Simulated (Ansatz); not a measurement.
Ansatz (an electronic-structure program) input (CCSD(T)/cc-pCVDZ): A basis named .json is the Basis Set Exchange file of that set (core-valence sets with the plain set on hydrogen).

Ansatz 0.2 input:
```yaml
crystal:
  periodic: [false, false, false]
  atoms:
    - {symbol: C, position_ang: [-0.00000000, -0.00000000, -0.59839493]}
    - {symbol: C, position_ang: [0.00000000, 0.00000000, 0.59839493]}
    - {symbol: H, position_ang: [0.00000000, 0.00000000, 1.66106699]}
    - {symbol: H, position_ang: [-0.00000000, -0.00000000, -1.66106699]}
basis:
  gaussian:
    orbitals: cc-pCVDZ.json
magnetization: {spin_polarized: false}
correlation: {method: ccsd_t, frozen_orbitals: {C: 0, H: 0}}
```

Output:

```
Functional definition: HF
integrals: 0.01 GiB planned
402 factors; integrals over basis functions are off by at most 1.2e-3 eV
mean field: 0.07 GiB planned
mean field evaluation 1: about -2089.4110 eV, gradient 2.0e1 eV
mean field evaluation 2: about -2089.4350 eV, gradient 2.0e1 eV
mean field evaluation 4: about -2090.5734 eV, gradient 1.5e0 eV
mean field evaluation 8: about -2090.5814 eV, gradient 3.4e-4 eV
mean field evaluation 16: about -2090.5814 eV, gradient 2.2e-6 eV
mean field -2090.58135978 eV, -76.8274479250 hartree, gradient 2.2e-6 eV, S^2 0.000000; 0 other end points of the search recorded, 0 dependent functions left out
reference -2090.58135978 eV, -76.8274479250 hartree; 7, 7 occupied and 39, 39 virtual orbitals, 402 factors
second order -8.90610177 eV of doubles, -0.00000000 eV of singles
coupled cluster: 0.08 GiB planned
cycle   1  -9.15754000 eV  change   -2.5e-1 eV  update   6.7e-2
cycle   2  -9.40192935 eV  change   -2.4e-1 eV  update   2.2e-2
cycle   3  -9.46031156 eV  change   -5.8e-2 eV  update   1.1e-2
cycle   4  -9.46578465 eV  change   -5.5e-3 eV  update   3.1e-3
cycle   5  -9.46696254 eV  change   -1.2e-3 eV  update   6.4e-4
cycle   6  -9.46715719 eV  change   -1.9e-4 eV  update   1.7e-4
cycle   7  -9.46717326 eV  change   -1.6e-5 eV  update   3.5e-5
cycle   8  -9.46716896 eV  change    4.3e-6 eV  update   8.4e-6
perturbative correction -0.31434211 eV, -0.0115518595 hartree
Total energy: -2100.36287086 eV, -77.1869118269 hartree
```
